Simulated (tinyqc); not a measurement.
Worked calculation: UHF in the sto-3g basis, for OH+, spin multiplicity 3. One step of it, computed by the program tinyqc.

Problem. Iteration 3: building the Fock matrix. J_ij = sum D_kl (ij|kl) with D = D(alpha) + D(beta), K_ij = sum D_kl (ik|jl) for each spin; F = H + J - K(s); E = tr D H + tr D J / 2 - 0.5 sum_s tr D(s) K(s) + E_nn.

D(alpha) after iteration 2, lower triangle:
```
            1O 1s      1O 2s    1O 2px    1O 2py    1O 2pz     2H 1s
1O 1s    1.058185
1O 2s   -0.247011   1.079205
1O 2px   0.000000   0.000000  1.000000
1O 2py   0.000000   0.000000  0.000000  1.000000
1O 2pz   0.025389  -0.166819  0.000000  0.000000  0.678275
2H 1s   -0.004790  -0.050645  0.000000  0.000000  0.281320  0.117132
```

D(beta) after iteration 2, lower triangle:
```
            1O 1s      1O 2s    1O 2px    1O 2py    1O 2pz     2H 1s
1O 1s    1.055521
1O 2s   -0.231356   0.997152
1O 2px   0.000000   0.000000  0.000000
1O 2py   0.000000   0.000000  0.000000  0.000000
1O 2pz   0.038611  -0.227882  0.000000  0.000000  0.640497
2H 1s   -0.020951   0.007593  0.000000  0.000000  0.300028  0.154954
```

core Hamiltonian H = T + V (hartree), lower triangle:
```
             1O 1s      1O 2s     1O 2px     1O 2py     1O 2pz      2H 1s
1O 1s   -32.235627
1O 2s    -7.497935  -8.848634
1O 2px    0.000000   0.000000  -7.002358
1O 2py    0.000000   0.000000   0.000000  -7.002358
1O 2pz   -0.019548  -0.218691   0.000000   0.000000  -7.161495
2H 1s    -2.200821  -4.180428   0.000000   0.000000  -2.767359  -5.158108
```

Two-electron integrals (ij|kl) in chemists' order, unique and non-zero (hartree):
```
(11|11) 4.785065   (21|11) 0.741380   (21|21) 0.136873   (22|11) 1.118947
(22|21) 0.256633   (22|22) 0.817206   (31|31) 0.024477   (32|31) 0.037809
(32|32) 0.180518   (33|11) 1.115814   (33|21) 0.256684   (33|22) 0.817023
(33|33) 0.880159   (41|41) 0.024477   (42|41) 0.037809   (42|42) 0.180518
(43|43) 0.047444   (44|11) 1.115814   (44|21) 0.256684   (44|22) 0.817023
(44|33) 0.785270   (44|44) 0.880159   (51|51) 0.024477   (52|51) 0.037809
(52|52) 0.180518   (53|53) 0.047444   (54|54) 0.047444   (55|11) 1.115814
(55|21) 0.256684   (55|22) 0.817023   (55|33) 0.785270   (55|44) 0.785270
(55|55) 0.880159   (61|11) 0.220142   (61|21) 0.040239   (61|22) 0.074765
(61|33) 0.074630   (61|44) 0.074630   (61|51) 0.001809   (61|52) 0.003364
(61|55) 0.075044   (61|61) 0.011978   (62|11) 0.480933   (62|21) 0.111445
(62|22) 0.386598   (62|33) 0.380538   (62|44) 0.380538   (62|51) 0.008203
(62|52) 0.059866   (62|55) 0.398372   (62|61) 0.033261   (62|62) 0.217322
(63|31) 0.012306   (63|32) 0.069239   (63|53) 0.012764   (63|63) 0.032866
(64|41) 0.012306   (64|42) 0.069239   (64|54) 0.012764   (64|64) 0.032866
(65|11) 0.322016   (65|21) 0.075670   (65|22) 0.280535   (65|33) 0.267515
(65|44) 0.267515   (65|51) 0.017283   (65|52) 0.111169   (65|55) 0.306274
(65|61) 0.023691   (65|62) 0.191624   (65|65) 0.200244   (66|11) 0.585199
(66|21) 0.137772   (66|22) 0.542069   (66|33) 0.520124   (66|44) 0.520124
(66|51) 0.014420   (66|52) 0.139229   (66|55) 0.585344   (66|61) 0.041585
(66|62) 0.365710   (66|65) 0.369164   (66|66) 0.774606
```

nuclear repulsion = 4.96297501 hartree

Give: Coulomb J; exchange K(alpha); exchange K(beta); F(alpha); F(beta); total energy of this density.

Solution.

Coulomb J (hartree), lower triangle:
```
          1O 1s   1O 2s  1O 2px  1O 2py  1O 2pz   2H 1s
1O 1s   15.9123
1O 2s    2.9346  6.9644
1O 2px   0.0000  0.0000  6.9263
1O 2py   0.0000  0.0000  0.0000  6.9263
1O 2pz  -0.0035  0.0241  0.0000  0.0000  7.0178
2H 1s    0.8632  3.2548  0.0000  0.0000  2.3597  4.5411
```

exchange K(alpha) (hartree), lower triangle:
```
         1O 1s    1O 2s  1O 2px  1O 2py  1O 2pz   2H 1s
1O 1s   4.9067
1O 2s   0.8478   1.4024
1O 2px  0.0000   0.0000  1.1657
1O 2py  0.0000   0.0000  0.0000  1.1657
1O 2pz  0.0030  -0.0108  0.0000  0.0000  1.0783
2H 1s   0.2591   0.6695  0.0000  0.0000  0.4616  0.6306
```

exchange K(beta) (hartree), lower triangle:
```
         1O 1s    1O 2s  1O 2px  1O 2py  1O 2pz   2H 1s
1O 1s   4.8542
1O 2s   0.7712   1.0270
1O 2px  0.0000   0.0000  0.2320
1O 2py  0.0000   0.0000  0.0000  0.2320
1O 2pz  0.0021  -0.0326  0.0000  0.0000  0.9679
2H 1s   0.2340   0.5397  0.0000  0.0000  0.4372  0.6021
```

F(alpha) (hartree), lower triangle:
```
           1O 1s    1O 2s   1O 2px   1O 2py   1O 2pz    2H 1s
1O 1s   -21.2301
1O 2s    -5.4110  -3.2866
1O 2px    0.0000   0.0000  -1.2418
1O 2py    0.0000   0.0000   0.0000  -1.2418
1O 2pz   -0.0261  -0.1838   0.0000   0.0000  -1.2219
2H 1s    -1.5967  -1.5952   0.0000   0.0000  -0.8693  -1.2476
```

F(beta) (hartree), lower triangle:
```
           1O 1s    1O 2s   1O 2px   1O 2py   1O 2pz    2H 1s
1O 1s   -21.1775
1O 2s    -5.3345  -2.9112
1O 2px    0.0000   0.0000  -0.3081
1O 2py    0.0000   0.0000   0.0000  -0.3081
1O 2pz   -0.0251  -0.1620   0.0000   0.0000  -1.1115
2H 1s    -1.5716  -1.4654   0.0000   0.0000  -0.8448  -1.2190
```

total energy of this density = -73.983385 hartree
